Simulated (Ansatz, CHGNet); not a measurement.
Elastic constant C44 (GPa) along a series of related solids, from the machine-learned potential CHGNet 0.3.0 (trained on PBE and PBE+U data); LDA (PAW; Ansatz, a quantum-chemistry and plane-wave program); PBE (PAW; Ansatz).

```
solid   CHGNet 0.3.0   LDA   PBE  measured
------  ------------  ----  ----  --------
hcp Hf          10.0  46.5  53.8         –
hcp Os          45.6   285   258       269
fcc Ir          93.5   292   256      262‡
fcc Pt          46.4  80.2  61.7      77.4
fcc Au          8.88  40.9  30.3      45.4
```

PBE less measured, from the printed values: hcp Os -4.1 %, fcc Ir -2.3 %, fcc Pt -20 %, fcc Au -33 %.

Members of the series are missing where a level wasn't run or failed, where a doubt is noted on the run or the magnetic state, for phases of high temperature or layered ones, and where values are held back for tests.

Ansatz's runs of these crystals have no spin polarisation.

Spin–orbit coupling is left out, also for the solids with elements from indium on (hcp Hf, hcp Os, fcc Ir, fcc Pt, fcc Au); its size isn't shown.

Each level is taken at its own relaxed cell. Ansatz's density-functional and Hartree–Fock values are scalar-relativistic unless marked +SOC, with PAW data made under PBE.

Measured values are for low temperature or corrected to a static lattice; ‡ marks uncorrected values at room or unstated temperature. References as tabulated in Liu et al. (2023), arXiv:2002.00005; Mehl and Papaconstantopoulos (1996), arXiv:mtrl-th/9602003; Li et al. (2021), arXiv:2102.01972; Malica and Corso (2021), arXiv:2109.00459.

Machine-learned potentials (CHGNet 0.3.0) are trained on DFT data: a solid inside that data is no test of them.
